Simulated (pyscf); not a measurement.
Structures and frequencies: ωB97X-D3(BJ)/def2-SVP in PySCF.

Task: For the elementary gas-phase step H₃C–CH₂–Al(Cl)–Cl → Cl–AlH–Cl + H₂C=CH₂ (singlet surface; Al–C, C–H broken, Al–H formed), what barrier and reaction energy does ωB97M-D3(BJ)/def2-TZVP give, measured from the reactant's lowest minimum found?

Result: ΔE‡ = 168.8 kJ/mol, ΔE = +144.6 kJ/mol. Zero-point energy shifts the barrier by -10.9 kJ/mol. It is an elimination, with an imaginary mode of 728i cm⁻¹. On the reactant side the descent ends in a point that may be a rotor saddle (no frequency run), 14.4 kJ/mol over the lowest minimum found and 153.7 kJ/mol under the saddle at ωB97X-D3(BJ)/def2-TZVP. On the product side the descent ends in a bound adduct, 63.0 kJ/mol under the separated species and 73.3 kJ/mol under the saddle at ωB97X-D3(BJ)/def2-TZVP. At the saddle there is also a short Al–C contact that neither side keeps. One saddle was located; it need not be the lowest between these sides.
